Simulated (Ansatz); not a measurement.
We consider rock-salt HfN, described by rVV10 (plane waves, PAW; Ansatz, a first-principles code).

Settings: plane-wave cutoff 520 eV, 22×22×22 k mesh, Fermi–Dirac smearing 0.05 eV, scalar-relativistic PAW data made under PBE.

Pressure at four volumes; x = ln(V/11.988 Å³). One pressure is withheld.

```
V (Å³/atom)        x  P (GPa)
-----------  -------  -------
11.269       -0.0619        ?
11.509       -0.0408    11.40
11.988        0.0000     0.00
12.708        0.0583   -13.16
```

### Question
Pass a parabola P(x) through the three rows shown, estimate the bulk modulus and its pressure derivative near zero pressure, and predict the withheld pressure.

### Answer
Slopes between the rows: (0.00 − (11.40))/(0.0000 − (-0.0408)) = -279.41 and (-13.16 − (0.00))/(0.0583 − (0.0000)) = -225.73 GPa. Their difference over the span 0.0991 is c = 53.68/0.0991 = 541.7 GPa, so P(x) = 11.40 + (-279.41)(x − (-0.0408)) + 541.7 (x − (-0.0408))(x − (0.0000)). At the middle row B = −dP/dx = −[-279.41 + 541.7 × 0.0408] = 257.3 GPa, and B′ = dB/dP = 2c/B = 4.2. At x = -0.0619 the parabola gives 18.00 GPa; the run gives 18.08 GPa. The Birch–Murnaghan fit to the energies at all volumes has B0 = 256 GPa and B′ = 4.3.

Measured, for comparison: bulk modulus 260 GPa (room temperature, no zero-point or thermal correction, our sources range from 260 to 306; as tabulated in Synthesis of Binary Transition Metal Nitrides, Carbides and Borides from the …). Computed (rounded) less measured: bulk modulus not scored (sources differ).

Spin–orbit coupling is not included.
